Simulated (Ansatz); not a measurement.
Predict the output of the script below (Ansatz 0.2.0, Python API).

`ch5bo.xyz`
```text
8

C    -0.54440    0.63930   -0.31110
B     0.55930   -0.14640    0.38160
O     0.30310   -1.52720    0.77220
H    -1.42410    0.06260   -0.43600
H    -0.24920    1.00610   -1.34340
H    -0.83840    1.58960    0.29160
H     1.63520    0.36830    0.59440
H     0.65080   -2.04950   -0.00510
```

`ch5bo_adiabatic.py`:
```python
"""Vertical and adiabatic ionisation of CH5BO."""

import itertools

import ansatz as az
from ase.data import atomic_numbers, covalent_radii
import numpy as np

molecule = az.Crystal.molecule_from_extxyz("ch5bo.xyz")

job = molecule.calculation()
job = job.basis(gaussian="cc-pVDZ")
job = job.functional("pbe0")
symbols = [site.symbol for site in molecule.cartesian_sites]
start = np.array([site.position_ang for site in molecule.cartesian_sites], dtype=float)
rep = job.relax(force_tolerance=0.01).run(threads=1, pin="off").report
end = np.array(rep["positions_ang"])

minimum = az.Crystal.molecule()
for symbol, place in zip(symbols, end):
    minimum = minimum.atom(symbol, place.tolist())
ion = minimum.calculation()
ion = ion.basis(gaussian="cc-pVDZ")
ion = ion.functional("pbe0").charge(1)
ion = ion.spin("collinear", total=1)
vertical = ion.run(threads=1, pin="off").report
settled = ion.relax(force_tolerance=0.01, max_steps=80).run(threads=1, pin="off").report
print(f"vertical ionisation energy   {vertical['free_energy_ev'] - rep['free_energy_ev']:.3f} eV")
print(f"adiabatic, no zero point     {settled['free_energy_ev'] - rep['free_energy_ev']:.3f} eV")
print(f"relaxation energy of the ion {vertical['free_energy_ev'] - settled['free_energy_ev']:.3f} eV")
ionised = np.array(settled["positions_ang"])
# pairs closer than 1.2 times the sum of covalent radii, before or after
radius = [covalent_radii[atomic_numbers[s]] for s in symbols]
span = lambda where, i, j: np.linalg.norm(where[i] - where[j])
bonded = [(i, j) for i, j in itertools.combinations(range(len(symbols)), 2) if min(span(end, i, j), span(ionised, i, j)) < 1.2 * (radius[i] + radius[j])]
print("pair        before    after (A)")
for i, j in bonded:
    print(f"{symbols[i]}{i}-{symbols[j]}{j}".ljust(10), f"{span(end, i, j):8.4f} {span(ionised, i, j):8.4f}")
for first, second in list(itertools.combinations(bonded, 2)):
    shared = set(first) & set(second)
    if shared and symbols[(j := shared.pop())] != "H":
        i, k = sorted((set(first) | set(second)) - {j})
        u, v = ionised[i] - ionised[j], ionised[k] - ionised[j]
        angle = np.degrees(np.arccos(np.clip(u @ v / np.linalg.norm(u) / np.linalg.norm(v), -1, 1)))
        print(f"final angle {symbols[i]}{i}-{symbols[j]}{j}-{symbols[k]}{k}: {angle:.2f} deg")
```

```console
$ python ch5bo_adiabatic.py
vertical ionisation energy   10.982 eV
adiabatic, no zero point     10.191 eV
relaxation energy of the ion 0.792 eV
pair        before    after (A)
C0-B1        1.5626   1.6388
C0-H3        1.1001   1.1095
C0-H4        1.1045   1.1093
C0-H5        1.1041   1.0934
B1-O2        1.3597   1.2824
B1-H6        1.2176   1.2525
O2-H7        0.9637   0.9713
final angle B1-C0-H3: 96.56 deg
final angle B1-C0-H4: 96.70 deg
final angle B1-C0-H5: 119.29 deg
final angle C0-B1-O2: 129.53 deg
final angle C0-B1-H6: 97.04 deg
final angle H3-C0-H4: 116.84 deg
final angle H3-C0-H5: 112.90 deg
final angle H4-C0-H5: 112.89 deg
final angle O2-B1-H6: 133.44 deg
final angle B1-O2-H7: 126.56 deg
```

The energies are electronic: no zero-point or thermal terms, and the basis set is short of its limit. The product may relax into another structure. Each relaxation finds its nearest minimum, which needn't be the lowest. The whole script took 62 s on 1 thread of Arm Neoverse V2 (shared host), peak memory 0.23 GiB.
